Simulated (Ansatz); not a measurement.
# UB2PLYP/6-31G(d) (spherical functions) run of [AlH3]− (SMILES [AlH3-])

What is the energy change on altering one bond length of [AlH3]− at UB2PLYP/6-31G* (spherical functions)? 

Program for the calculation: Ansatz 0.2.0.

## 1. Starting point

[AlH3]− has 4 atoms, charge -1, and is taken as a doublet. SMILES: `[AlH3-]`. Geometry: a GFN2-xTB relaxation, a rough one for these elements and not checked as a minimum.

Bond lengths: Al1–H2 1.684 Å, Al1–H3 1.685 Å, Al1–H4 1.685 Å. Angles: H2–Al1–H3 101.1°, H2–Al1–H4 101.1°, H3–Al1–H4 101.1°.

## 2. The energy at UB2PLYP/6-31G(d) (spherical functions)

The input, job.yaml:

```yaml
crystal:
  periodic: [false, false, false]
  atoms:
    - symbol: Al
      position_ang: [-0.161060, 0.455350, -0.307260]
    - symbol: H
      position_ang: [0.471920, 0.754070, 1.224440]
    - symbol: H
      position_ang: [-1.350110, -0.683860, 0.050500]
    - symbol: H
      position_ang: [1.039250, -0.525560, -0.967690]
basis:
  gaussian:
    orbitals: 6-31G_st_-spherical.json
total_charge: -1
magnetization:
  spin_polarized: true
  initial_magnetization: 1
hamiltonian:
  xc: {name: B2PLYP}
correlation:
  frozen_orbitals: {Al: 5, H: 0}
accuracy: high
```

The basis set 6-31G* is read from a file made from the Basis Set Exchange's data (not shown).

Command:

```
$ ansatz run job.yaml --threads 1 --pin off --max-ram 2610MiB --events-out events.jsonl --progress --plain --runs-dir runs
```

What it wrote:

```text
Warning: RAYON_NUM_THREADS=1 ignored (pool sized by the plan → 1); use --threads N
Functional definition: B2PLYP
  name "B2PLYP"
  parameter a = 0.53
  parameter c = 0.27
  exchange = (1 - a)*b88_x + a*exact_x
  correlation = (1 - c)*lyp_c + c*(mp2_os + mp2_ss)
453 factors; integrals over basis functions are off by at most 3.8e-9 eV
mean field evaluation 1: about -6639.5414 eV, gradient 4.9e0 eV
mean field evaluation 2: about -6639.5618 eV, gradient 5.0e0 eV
mean field evaluation 4: about -6639.8767 eV, gradient 4.4e-1 eV
mean field evaluation 8: about -6639.8824 eV, gradient 1.0e-2 eV
mean field evaluation 16: about -6639.8824 eV, gradient 1.7e-6 eV
mean field -6639.88242834 eV, -244.0111785675 hartree, gradient 6.1e-8 eV, S^2 0.751025; 0 other end points of the search recorded, 0 dependent functions left out
5 core orbitals not correlated: weight in the atoms' cores, before any rotation towards them, 1.000 or more for the frozen orbitals, at most 0.000 for the correlated occupied ones
reference -6639.88244920 eV, -244.0111793343 hartree; 4, 3 occupied and 15, 16 virtual orbitals, 453 factors
second order -2.04430291 eV of doubles, -0.00000000 eV of singles
Total energy: -6640.43441099 eV, -244.0314635557 hartree
```

Wall time 1.8 s (1 thread of Arm Neoverse V2, shared host); peak memory 0.11 GiB.

## 3. The distorted shape

The input, molecule.yaml:

```yaml
crystal:
  periodic: [false, false, false]
  atoms:
    - {symbol: Al, position_ang: [-0.319322, 0.380662, -0.690227]}
    - {symbol: H, position_ang: [0.471920, 0.754070, 1.224440]}
    - {symbol: H, position_ang: [-1.508372, -0.758548, -0.332467]}
    - {symbol: H, position_ang: [0.880988, -0.600248, -1.350657]}
basis:
  gaussian: {orbitals: 6-31G_st_-spherical.json}
total_charge: -1
hamiltonian: {xc: {name: B2PLYP}}
accuracy: high
magnetization: {spin_polarized: true, initial_magnetization: 1}
correlation: {frozen_orbitals: {Al: 5, H: 0}}
```

The basis set 6-31G* is read from a file made from the Basis Set Exchange's data (not shown).

Command:

```
$ ansatz run molecule.yaml --threads 1 --pin off --max-ram 2610MiB --events-out events.jsonl --progress --plain --runs-dir runs
```

What it wrote (excerpt; [...] marks lines left out):

```text
Warning: RAYON_NUM_THREADS=1 ignored (pool sized by the plan → 1); use --threads N
Functional definition: B2PLYP
  name "B2PLYP"
[...]
454 factors; integrals over basis functions are off by at most 3.6e-9 eV
[...]
mean field -6639.30960820 eV, -243.9901278158 hartree, gradient 5.0e-8 eV, S^2 0.751491; 0 other end points of the search recorded, 0 dependent functions left out
5 core orbitals not correlated: weight in the atoms' cores, before any rotation towards them, 1.000 or more for the frozen orbitals, at most 0.000 for the correlated occupied ones
reference -6639.30962944 eV, -243.9901285964 hartree; 4, 3 occupied and 15, 16 virtual orbitals, 454 factors
second order -2.07341243 eV of doubles, -0.00000000 eV of singles
Total energy: -6639.86945080 eV, -244.0107016517 hartree
```

It took 1.9 s on 1 thread of Arm Neoverse V2, shared host; peak memory 0.11 GiB.

## 4. Results

At UB2PLYP/6-31G* (spherical functions), 5 core orbitals frozen:

| quantity | value |
| --- | --- |
| first shape: total energy | -244.03146 Eh |
| first shape: ⟨S²⟩ | 0.751 |
| distorted shape: total energy | -244.01070 Eh |
| distorted shape: ⟨S²⟩ | 0.751 |
| energy change with the Al1–H2 bond stretched from 1.684 to 2.105 Å | 0.565 eV |

In words: With the Al1–H2 bond stretched from 1.684 to 2.105 Å the energy rises by 0.56 eV (54.5 kJ/mol). The first shape isn't relaxed at this level, so the change isn't measured from a minimum.
